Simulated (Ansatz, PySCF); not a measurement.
dichloromethane (CH2Cl2), SMILES C(Cl)Cl.

Geometry optimised at PBE0-D3(BJ)/def2-TZVP.

Vertical ionisation energy (IE) and electron affinity (EA) in eV. Rows of orbital energies are one-electron estimates. Where ΔSCF, EOM or ADC give a negative EA the extra electron is unbound and the value depends on the basis.

```tsv
level	IE	EA
−ε(HOMO), −ε(LUMO), HF/def2-TZVPD (PySCF)	?	?
−ε(HOMO), −ε(LUMO), PBE/def2-TZVPD (PySCF)	7.33	1.41
ADC(2)/aug-cc-pVDZ (PySCF)	10.91	-0.63
ΔSCF, CAM-B3LYP/def2-TZVPD (Ansatz), final states of multiplicity 2 and 2	11.33	-1.16
ΔSCF, PBE/def2-TZVPD (Ansatz), final states of multiplicity 2 and 2	10.64	-0.80
```

Q: What belongs in the gaps? (An estimate is asked for; the answer gives what the named calculation found.)

A: 
- −ε(HOMO), −ε(LUMO), HF/def2-TZVPD (PySCF), IE: 12.12
- −ε(HOMO), −ε(LUMO), HF/def2-TZVPD (PySCF), EA: -1.75

Q: What vertical singlet–triplet gap does ΔSCF give with CAM-B3LYP/def2-TZVPD (Ansatz, a program for electronic structure) and with PBE/def2-TZVPD (Ansatz)? (The exact figures need the calculation; the answer reports its results.)

A: 6.52 and 5.78 eV (triplet above singlet where positive).

Q: Beyond the first one, list the lowest photoelectron lines from ADC(2)/aug-cc-pVDZ (PySCF 2.14.0) with their pole strengths (two spins summed). (Estimate from the structure and the level; the computed values follow.)

A: 11.01 eV (1.81), 11.61 eV (1.81), 11.64 eV (1.81), 14.80 eV (1.78), 15.36 eV (1.77).
